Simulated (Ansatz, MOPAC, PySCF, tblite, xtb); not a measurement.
Energy landscape of H₂Be, singlet: collinear H-Be-H surface. Scanned: H-Be distance and Be-H distance.

Methods: GFN2-xTB, 300 K electronic temperature (tblite); RHF/def2-SVP (PySCF); FCI/aug-cc-pVDZ = Ansatz (a quantum-chemistry and plane-wave program) with full CI/aug-cc-pVDZ, frozen core; RHF/aug-cc-pVDZ (Ansatz); MP2/aug-cc-pVDZ = Ansatz with MP2 on RHF/aug-cc-pVDZ, frozen core; CCSD/aug-cc-pVDZ = CCSD on RHF/aug-cc-pVDZ, frozen core (Ansatz); CCSD(T)/aug-cc-pVDZ = CCSD(T) on RHF/aug-cc-pVDZ, frozen core (Ansatz); CCSDT/aug-cc-pVDZ = CCSDT on RHF/aug-cc-pVDZ, frozen core in Ansatz; CCSDT(Q)/aug-cc-pVDZ = CCSDT(Q) on RHF/aug-cc-pVDZ, frozen core (Ansatz); RKS-PBE0/aug-cc-pVDZ = restricted PBE0/aug-cc-pVDZ in Ansatz; RKS-PBE/aug-cc-pVDZ = restricted PBE/aug-cc-pVDZ in Ansatz; AM1, restricted, heats of formation (MOPAC); PM6, restricted, heats of formation (MOPAC); GFN1-xTB (xtb); RKS-B3LYP/6-31G* = restricted B3LYP/6-31G*, spherical d (PySCF 2.14.0); RKS-B3LYP/3-21G = restricted B3LYP/3-21G run with PySCF 2.14.0; RHF/6-31G* = restricted Hartree-Fock/6-31G*, spherical d in PySCF 2.14.0; RHF/LANL2DZ = restricted Hartree-Fock/LANL2DZ (PySCF).

Energies in kJ/mol at chosen points (x: H-Be distance (Å); y: Be-H distance (Å)), relative to x = 1.34, y = 1.31:

```json
[
 {"method": "GFN2-xTB", "(1.19, 1.53)": "31.0", "(1.27, 2)": "127.0", "(1.27, 1.39)": "3.9", "(1.45, 1.45)": "27.0", "(1.75, 1.53)": "99.2", "(1.34, 1.13)": "19.3", "(1.34, 1.19)": "5.5"},
 {"method": "RHF", "(1.19, 1.53)": "42.9", "(1.27, 2)": "162.6", "(1.27, 1.39)": "5.3", "(1.45, 1.45)": "17.6", "(1.75, 1.53)": "104.9", "(1.34, 1.13)": "44.3", "(1.34, 1.19)": "19.9"},
 {"method": "FCI/aug-cc-pVDZ", "(1.19, 1.53)": "40.0", "(1.27, 2)": "144.6", "(1.27, 1.39)": "4.9", "(1.45, 1.45)": "14.4", "(1.75, 1.53)": "92.1", "(1.34, 1.13)": "43.0", "(1.34, 1.19)": "19.6"},
 {"method": "RHF/aug-cc-pVDZ", "(1.19, 1.53)": "41.9", "(1.27, 2)": "160.3", "(1.27, 1.39)": "5.2", "(1.45, 1.45)": "17.1", "(1.75, 1.53)": "103.1", "(1.34, 1.13)": "43.2", "(1.34, 1.19)": "19.5"},
 {"method": "MP2/aug-cc-pVDZ", "(1.19, 1.53)": "41.1", "(1.27, 2)": "154.7", "(1.27, 1.39)": "5.1", "(1.45, 1.45)": "16.2", "(1.75, 1.53)": "98.9", "(1.34, 1.13)": "42.7", "(1.34, 1.19)": "19.3"},
 {"method": "CCSD/aug-cc-pVDZ", "(1.19, 1.53)": "40.1", "(1.27, 2)": "145.6", "(1.27, 1.39)": "5.0", "(1.45, 1.45)": "14.7", "(1.75, 1.53)": "93.0", "(1.34, 1.13)": "42.9", "(1.34, 1.19)": "19.5"},
 {"method": "CCSD(T)/aug-cc-pVDZ", "(1.19, 1.53)": "40.0", "(1.27, 2)": "144.9", "(1.27, 1.39)": "4.9", "(1.45, 1.45)": "14.5", "(1.75, 1.53)": "92.5", "(1.34, 1.13)": "43.0", "(1.34, 1.19)": "19.6"},
 {"method": "CCSDT/aug-cc-pVDZ", "(1.19, 1.53)": "40.0", "(1.27, 2)": "144.6", "(1.27, 1.39)": "4.9", "(1.45, 1.45)": "14.5", "(1.75, 1.53)": "92.2", "(1.34, 1.13)": "43.0", "(1.34, 1.19)": "19.6"},
 {"method": "CCSDT(Q)/aug-cc-pVDZ", "(1.19, 1.53)": "40.0", "(1.27, 2)": "144.6", "(1.27, 1.39)": "4.9", "(1.45, 1.45)": "14.4", "(1.75, 1.53)": "92.2", "(1.34, 1.13)": "43.0", "(1.34, 1.19)": "19.6"},
 {"method": "RKS-PBE0/aug-cc-pVDZ", "(1.19, 1.53)": "40.5", "(1.27, 2)": "150.5", "(1.27, 1.39)": "5.0", "(1.45, 1.45)": "15.2", "(1.75, 1.53)": "95.0", "(1.34, 1.13)": "42.7", "(1.34, 1.19)": "19.4"},
 {"method": "RKS-PBE/aug-cc-pVDZ", "(1.19, 1.53)": "39.5", "(1.27, 2)": "142.9", "(1.27, 1.39)": "4.9", "(1.45, 1.45)": "13.0", "(1.75, 1.53)": "88.3", "(1.34, 1.13)": "43.5", "(1.34, 1.19)": "20.1"},
 {"method": "AM1", "(1.19, 1.53)": "23.6", "(1.27, 2)": "109.3", "(1.27, 1.39)": "2.7", "(1.45, 1.45)": "-4.3", "(1.75, 1.53)": "42.4", "(1.34, 1.13)": "35.3", "(1.34, 1.19)": "19.0"},
 {"method": "PM6", "(1.19, 1.53)": "62.9", "(1.27, 2)": "251.7", "(1.27, 1.39)": "7.8", "(1.45, 1.45)": "32.8", "(1.75, 1.53)": "170.6", "(1.34, 1.13)": "53.9", "(1.34, 1.19)": "23.6"},
 {"method": "GFN1-xTB", "(1.19, 1.53)": "35.7", "(1.27, 2)": "152.4", "(1.27, 1.39)": "4.5", "(1.45, 1.45)": "30.9", "(1.75, 1.53)": "118.3", "(1.34, 1.13)": "21.0", "(1.34, 1.19)": "6.0"},
 {"method": "RKS-B3LYP/6-31G*", "(1.19, 1.53)": "41.4", "(1.27, 2)": "155.3", "(1.27, 1.39)": "5.1", "(1.45, 1.45)": "18.0", "(1.75, 1.53)": "101.4", "(1.34, 1.13)": "40.7", "(1.34, 1.19)": "18.0"},
 {"method": "RKS-B3LYP/3-21G", "(1.19, 1.53)": "41.5", "(1.27, 2)": "152.0", "(1.27, 1.39)": "5.1", "(1.45, 1.45)": "15.6", "(1.75, 1.53)": "96.1", "(1.34, 1.13)": "43.0", "(1.34, 1.19)": "19.5"},
 {"method": "RHF/6-31G*", "(1.19, 1.53)": "43.1", "(1.27, 2)": "165.2", "(1.27, 1.39)": "5.3", "(1.45, 1.45)": "18.0", "(1.75, 1.53)": "106.7", "(1.34, 1.13)": "43.6", "(1.34, 1.19)": "19.6"},
 {"method": "RHF/LANL2DZ", "(1.19, 1.53)": "42.8", "(1.27, 2)": "163.9", "(1.27, 1.39)": "5.3", "(1.45, 1.45)": "16.6", "(1.75, 1.53)": "101.8", "(1.34, 1.13)": "43.2", "(1.34, 1.19)": "19.5"}
]
```
